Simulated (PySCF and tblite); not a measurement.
Values are calculated unless marked as measured or tabulated.
C₄H₁₀O, numbered as in [CH3:1][CH2:2][CH2:3][O:4][CH3:5].

Conformers came from 90 starts (ETKDG and KDG, MMFF94s, GFN2-xTB); geometries are PBE0-D3(BJ)/def2-SVP. Weights use CAM-B3LYP-D3(BJ)/def2-TZVP (IEF-PCM, chloroform) energies plus GFN2-xTB zero-point and thermal terms (modes under about 100 cm⁻¹ blended into free rotors). Symmetry numbers and mirror images are counted. Conformers within 3 kcal/mol (GFN2-xTB free energy) were kept, 8 at most. GIAO shieldings: wB97X-D/pcSseg-1 (IEF-PCM, chloroform). Shifts are against TMS (¹H), TMS (¹³C) at the same level. Programs: PySCF with density fitting and tblite.

List the conformer-averaged shifts at 298.15 K.

¹H: 3.33 (H5, 3H), 3.11 (H3, 2H), 1.39 (H2, 2H), 0.93 (H1, 3H) ppm. ¹³C: 75.4 (C3), 59.6 (C5), 25.8 (C2), 12.7 (C1) ppm.

How do the conformers differ?

Torsions listed: C1–C2–C3–O4, C2–C3–O4–C5. Of a mirror pair one member is shown.
| conformer | shape | weight % |
| --- | --- | --- |
| 1 | 62°, -177° | 56.7 |
| 2 | -179°, -179° | 30.2 |
| 3 | 55°, 72° | 7.1 |
| 4 | 176°, 74° | 6.0 |

| signal | 1 | 2 | 3 | 4 | average |
| --- | --- | --- | --- | --- | --- |
| H1 | 0.96 | 0.90 | 0.92 | 0.83 | 0.93 |
| H2 | 1.37 | 1.43 | 1.35 | 1.42 | 1.39 |
| H3 | 3.12 | 3.02 | 3.38 | 3.24 | 3.11 |
| H5 | 3.33 | 3.36 | 3.22 | 3.29 | 3.33 |
| C1 | 13.5 | 11.6 | 11.8 | 11.3 | 12.7 |
| C2 | 26.4 | 26.5 | 21.4 | 22.4 | 25.8 |
| C3 | 74.8 | 76.9 | 73.3 | 75.7 | 75.4 |
| C5 | 59.9 | 60.1 | 56.2 | 57.9 | 59.6 |

Which signal moves most, for its nucleus, between 250 and 373.15 K through the change of populations alone?

C2: 26.0 ppm at 250 K, 25.9 ppm at 273.15 K, 25.8 ppm at 298.15 K, 25.7 ppm at 323.15 K, 25.6 ppm at 373.15 K.

Shifts are unscaled: against experiment ¹³C can be off by 15 ppm or more and ¹H by 0.8 ppm.
